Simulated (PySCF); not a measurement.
Distances in Å between the heavy atoms of a computed structure (PBE0-D3(BJ)/def2-SVP; lower triangle, same order across):
```
N1    0.00
C2    1.16  0.00
C3    2.58  1.42  0.00
C4    3.45  2.41  1.36  0.00
N5    3.60  2.88  2.41  1.35  0.00
```

Hydrogens: 1 on C3, 1 on C4, 2 on N5.

Neutral, closed shell.

Task: Read off the bonds between heavy atoms and their formal orders.

Result: N1–C2 (triple); C2–C3 (single); C3–C4 (double); C4–N5 (single).

Task: Give the structure as a SMILES string.

Result: `N#C/C=C\N`, C3H4N2, Z-3-amino-2-propenenitrile. Among its features: nitrile and C=C double bond.

Task: Describe the place of each heavy atom.

Result: N1: nitrile nitrogen; C2: nitrile carbon; C3: alkene CH carbon; C4: vinylic carbon bearing nitrogen; N5: enamine nitrogen.

The values belong to the conformer `[N:1]#[C:2]/[CH:3]=[CH:4]\[NH2:5]`: H–N5–C4–C3 175°, H–N5–C4–C3 3°.
